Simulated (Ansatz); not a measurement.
Born–Oppenheimer molecular dynamics of CH$_{5}$FN (8 atoms, charge 0, multiplicity 2). It starts from a rough guess of a transition structure, not a stationary point.

Level of theory: UKS LDA/6-31G* in Ansatz 0.2.0.

| Quantity | Value |
| --- | --- |
| ensemble | NVE (velocity Verlet) |
| time step | 0.5 fs |
| steps asked | 150 |
| starting velocities drawn for | 100 K |
| seed | 37796 |

First frame:

```xyz
8
Properties=species:S:1:pos:R:3
H -0.297 -0.112 0.167
N -0.538 -1.015 1.127
C 0.119 0.772 -0.827
F 1.018 1.587 -0.237
H -0.324 -1.907 0.686
H 0.198 -0.839 1.806
H 0.594 0.189 -1.610
H -0.769 1.325 -1.114
```

(1) What does the run give?

(2) What happens to the structure?

(3) How do temperature and energy run in time?

Results:

(1) All steps were run.

```json
{"steps done": "150", "time covered": "75 fs", "mean temperature over the second half": "307 K", "spread of the potential energy over the second half": "13.4 meV per atom", "mean potential energy of the second half above the start": "-20.3 meV per atom"}
```

The conserved energy stayed within 0.78 meV per atom of its start (net change -0.41 meV per atom), so the integration is sound. The system heated up, since it started high on the potential surface and ran downhill. A run of 0.075 ps of so small a system gives no equilibrium averages.

(2) The step under study would form H1–C3 and break H1–N2. These pairs go: H1–C3 1.39 → 2.29 Å, H1–N2 1.34 → 0.96 Å. In the last frame they stand as before the step (other bonds may differ from the relaxed reactants and products). It ends as CH2F + H3N. Pairs count as bonded within 1.25 times the sum of covalent radii (0.12 Å more for H–H). This is one draw of velocities; another would differ in detail.

(3) 
```csv
time (fs),T (K),potential energy less start (eV),conserved less start (meV/atom)
0.0,100,0.000,0.00
2.5,179,-0.062,-0.07
5.0,271,-0.132,0.02
7.5,424,-0.255,-0.46
10.0,223,-0.094,0.12
12.5,504,-0.316,-0.31
15.0,185,-0.066,0.05
17.5,331,-0.180,-0.09
20.0,353,-0.199,-0.40
22.5,353,-0.200,-0.38
25.0,329,-0.178,-0.12
27.5,137,-0.028,0.09
30.0,510,-0.322,-0.55
32.5,172,-0.052,0.41
35.0,497,-0.312,-0.44
37.5,117,-0.013,0.12
40.0,444,-0.270,-0.38
42.5,142,-0.030,0.42
45.0,504,-0.318,-0.61
47.5,135,-0.026,0.10
50.0,384,-0.222,-0.22
52.5,226,-0.097,0.05
55.0,491,-0.308,-0.68
57.5,204,-0.080,0.03
60.0,274,-0.135,0.00
62.5,415,-0.250,-0.64
65.0,388,-0.228,-0.62
67.5,242,-0.110,-0.01
70.0,207,-0.083,0.03
72.5,455,-0.281,-0.72
75.0,338,-0.188,-0.41
```

Time of the run: 8 min on 1 CPU thread of a shared host.
